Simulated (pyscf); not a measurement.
Optimised with ωB97X-D3(BJ)/def2-SVP in PySCF. Correlated levels are frozen-core, on RHF or UHF. ΔMP2 is the change of the MP2 total energy from the triple- to the quadruple-zeta basis.

Q: Estimate the classical barrier height and the reaction energy of HP=GaH (SMILES [PH]=[GaH]) + H₂O (SMILES O) → HO–GaH–PH₂ (SMILES [OH][GaH][PH2]) at CCSD(T)/def2-TZVPP. The step runs on the singlet surface, breaks H–O and forms H–P, Ga–O; take the separated reactants as zero.

A: ΔE‡ = 0.02 eV, ΔE = -1.87 eV. CCSD(T)/def2-TZVPP + ΔMP2(QZVPP) gives 0.04 eV and -1.84 eV. Zero-point energy shifts the barrier by -0.03 eV. It is an addition across a multiple bond or ene-type step, with an imaginary mode of 1361i cm⁻¹. On the reactant side the descent ends in an adduct with a Ga–O contact, 0.67 eV under the separated species and 0.55 eV under the saddle at ωB97X-D3(BJ)/def2-TZVP. What is counted as formed (Ga–O) is already present as a longer contact in the reactant adduct; forming that adduct is a step of its own. At ωB97X-D3(BJ) the barrier from the zero used here is -0.11 eV. HP=GaH lies 0.76 eV over its isomer H₂P–Ga [singlet], and others may lie lower still (electronic energy, ωB97M-D3(BJ)). One saddle was located; it need not be the lowest between these sides. The CCSD(T) − MP2 part came from Ansatz, without density fitting, on the same reference. The frozen core leaves the outer d or s,p core shells of the metals and heavy elements correlated in the MP2 and CC values, and def2-TZVPP describes them poorly, which can shift differences by a few kcal/mol. Elements up to Kr have no core potential and no relativistic terms here.
